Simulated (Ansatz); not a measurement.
## Scan of [Cl···H···F], doublet

Starting geometry:

| atom | x (Å) | y (Å) | z (Å) |
| --- | --- | --- | --- |
| Cl | 0.0000 | 0.0000 | -1.3569 |
| H | 0.0000 | 0.0000 | -0.0781 |
| F | 0.0000 | 0.0000 | 1.4351 |

From there H2 is moved from one fragment to the other while all else, the fragments' distance too, stays fixed, so the hump isn't the reaction's barrier; atoms are numbered as listed. Energies are in kcal/mol, counted from the starting geometry at the same level. Kohn–Sham curves are unrestricted where that lies lower.

Basis cc-pVTZ; Ansatz 0.2.0. Correlated methods freeze the noble-gas cores. Prefix R: restricted or restricted open-shell reference; prefix U: unrestricted.

Unrestricted rows (U, and Kohn–Sham where it breaks symmetry) aren't spin-pure: their determinants' ⟨S²⟩ exceeds S(S+1) by up to 0.10, so they mix in states of higher spin. Coupled cluster chose its determinant by trial CCSD, here up to 0.05 eV above the lowest Hartree–Fock solution of its kind. A value is left out where its run failed or describes another state than the reference as far as symmetry and spin tell, or, spin-broken singlets apart, can't be checked. The reference follows the lowest state, whose symmetry changes from Σ⁺ or Δ to Π between 1.542 and 1.717.

Full CI isn't at hand for all of this; UCCSDT(Q) serves as the reference, and is uncertain by about the last step of the cluster series.

```
distance Cl1-H2 (Å)  UCCSDT(Q)   PBE0  wB97M-V  B2PLYP
              1.279        0.0    0.0      0.0     0.0
              1.366        1.2   -0.7      0.1     0.2
              1.542       -0.2      –     -1.6    -2.1
              1.717      -23.9  -20.7    -20.8   -23.3
              1.892      -35.9  -30.8    -31.7   -34.2
```
